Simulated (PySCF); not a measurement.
Compound: naphthalene radical anion, C10H8 (charge -1 and doublet state).
Atom-mapped SMILES: `[cH:1]1[cH:2][cH:3][c:4]2[cH:5][cH:6][cH:7][cH:8][c:9]2[cH:10]1` (hydrogens: H11 on C1; H12 on C2; H13 on C3; H14 on C5; H15 on C6; H16 on C7; H17 on C8; H18 on C10)

Method: PySCF 2.14.0, PBE0-D3(BJ)/def2-SVP geometry optimisation, gas phase.

Question: Give the optimised bond lengths and angles.

Answer: 
```csv
bond,length (pm),order
"C1–C2, C6–C7",138.9,aromatic
C3–C4 and 3 like bonds,142.0,aromatic
C1–C10 and 3 like bonds,140.8,aromatic
C4–C9,145.0,aromatic
C1–H11 and 3 like bonds,109.6,single
C3–H13 and 3 like bonds,109.5,single
```

Bonds in one row agree within 1 pm and their mean is given. Orders are formal, as drawn. A selection of angles:
```csv
angle,degrees
C2–C1–C10,120.0
C2–C3–C4,121.6
C3–C4–C5,123.2
C3–C4–C9,118.4
```

Of the pairs four or more bonds apart, H17···H18 is among the closest relative to their van der Waals radii: 2.50 Å, 104 % of the sum of Bondi's values. The 10 heavy atoms lie in one plane (0.000 Å rms). C1 (carbon bonded to 2 C and H) is planar (angles 120.2°, 120.0° and 119.8°, sum 360.0°, 0.00 Å off the plane of its three neighbours). C4 (carbon bonded to 3 C) is planar (angles 123.2°, 118.4° and 118.4°, sum 360.0°, 0.00 Å off the plane of its three neighbours). The 11 C–C bonds span 1.389 Å (C6–C7, aromatic) to 1.450 Å (C4–C9, aromatic), a spread of 0.061 Å. C3 (carbon bonded to 2 C and H) is planar (angles 121.6°, 120.1° and 118.3°, sum 360.0°, 0.00 Å off the plane of its three neighbours).

Point group: D2h (tolerance 0.08 Å). Whether it is a minimum is left open (no frequencies). ⟨S²⟩ = 0.764 (exact for a doublet: 0.75). Whether the extra electron is bound in the gas phase wasn't checked; a finite basis holds it in any case.
